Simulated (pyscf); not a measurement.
PySCF, gas phase, ωB97X-D3(BJ)/def2-SVP geometries.

Problem. Estimate by transition-state theory the rate constant of H₂P–GeH: [singlet] + hydrogen (H₂) → PH₃ + germylene (GeH₂) [singlet] (singlet surface; Ge–P, H–H broken, H–P, Ge–H formed) at 298 K, with ωB97M-D3(BJ)/def2-TZVP energies (ideal gas, 1 atm, RRHO with modes under 100 cm⁻¹ raised to 100, one conformer, R ln 2 for chiral ones without a mode under 150 cm⁻¹; no tunnelling).

Solution. The electronic barrier is 17.6 kcal/mol and the thermal terms add +9.1, so ΔG‡ = 26.7 kcal/mol. With k_BT/h = 6.21e+12 s⁻¹ and RT = 0.592 kcal/mol, and a volume of 4.06e-20 cm³ per molecule at 1 atm, k = 6.7e-27 cm³ molecule⁻¹ s⁻¹. Wigner's tunnelling factor for 1271i cm⁻¹ would be 2.57, likely too low at so high a frequency. A shift of 1 kcal/mol in the barrier changes k by a factor 5.4. On the product side the descent ends in a complex, 7.8 kcal/mol under the separated species and 14.7 kcal/mol under the saddle at ωB97X-D3(BJ)/def2-TZVP. This is the saddle that the search found; another between the same sides may lie lower. Elements up to Kr have no core potential and no relativistic terms here.
